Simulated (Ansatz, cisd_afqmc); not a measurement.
System: CS₂, charge 0, triplet. This triplet is an excited state, 2.8 eV above the singlet at CCSD(T)/cc-pV(5+d)Z (Ansatz, a first-principles code). CS2 (parent SMILES S=C=S, triplet).
B3LYP-D3(BJ)/def2-TZVP minimum from Ansatz:
```
C
S 1 1.6250
S 1 1.6250 2 126.12
```
Charge 0, spin multiplicity 3.

Total energies in cc-pV(D+d)Z, 16 correlated electrons, 11 frozen orbitals. UHF or UKS for unpaired electrons; spin-orbit terms are left out. Cores are frozen in correlated methods. No relativity. AFQMC is phaseless with a CISD trial state; ± is one standard error, without the phaseless bias. Outlying blocks are dropped, and bars are widened where a walk drifts. Over all cases where full CI ran beside it in this data, AFQMC minus full CI had a median of +0.1 mEh and passed +0.4 mEh in a tenth of the cases. The UHF reference of CS2 (parent SMILES S=C=S, triplet) is spin-contaminated (<S^2> up to 0.04 over the pure value in the sets run). The spin of CS2 (parent SMILES S=C=S, triplet) was assumed, and the state is the lowest solution found for it.

```csv
method,program,energy (Eh),minus CCSDT(Q) (mEh)
HF,Ansatz,-832.86432,405.95
MP2,Ansatz,-833.21423,56.04
CCSD,Ansatz,-833.24800,22.27
CCSD(T),Ansatz,-833.26667,3.61
CCSDT(Q),Ansatz,-833.27027,0.00
AFQMC/CISD,cisd_afqmc,-833.2692 ± 0.0006,1.0 ± 0.6
```

Rough core times of Ansatz's runs on a shared machine: CCSD(T) under 20 s, CCSDT(Q) 4 min.
